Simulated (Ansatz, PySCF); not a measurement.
Species: ClF, net charge 0, singlet state. 
Geometry from a B3LYP-D3(BJ)/def2-TZVP (Ansatz, a quantum-chemistry and plane-wave program) optimisation:
```xyz
2

F      0.0000     0.0000    -1.0729
Cl     0.0000     0.0000     0.5680
```

Quantity: vertical ionisation energy (to the doublet state of charge +1; each state is the SCF solution reached for its spin), in eV. Valence correlation only, unless marked. Open shells are spin-unrestricted. No spin-orbit coupling. No relativistic terms. Basis-set limits of correlation are two-point, X^-3; Hartree-Fock from the larger set.

| level | program | vertical ionisation energy (eV) | minus last row |
|---|---|---|---|
| B3LYP/def2-TZVPD | Ansatz | 12.76 | -0.14 |
| PBE0/def2-TZVPD | Ansatz | 12.72 | -0.18 |
| CCSD/aug-cc-pV(D+d)Z | Ansatz | 12.62 | -0.28 |
| CCSD/aug-cc-pV(T+d)Z | Ansatz | 12.75 | -0.15 |
| CCSD(T)/def2-QZVPPD | Ansatz | 12.79 | -0.11 |
| CCSD(T)/CBS(def2-TZVPPD,def2-QZVPPD) | Ansatz | 12.89 | -0.01 |
| CCSD(T)/CBS(aug-cc-pV(T+d)Z,aug-cc-pV(Q+d)Z) | Ansatz | 12.90 | 0.00 |

For comparison, minus the highest occupied orbital energy (PySCF): 8.68 eV at TPSSh/def2-TZVPD, 8.26 eV at r2SCAN/def2-TZVPD, 8.03 eV at TPSS/def2-TZVPD.
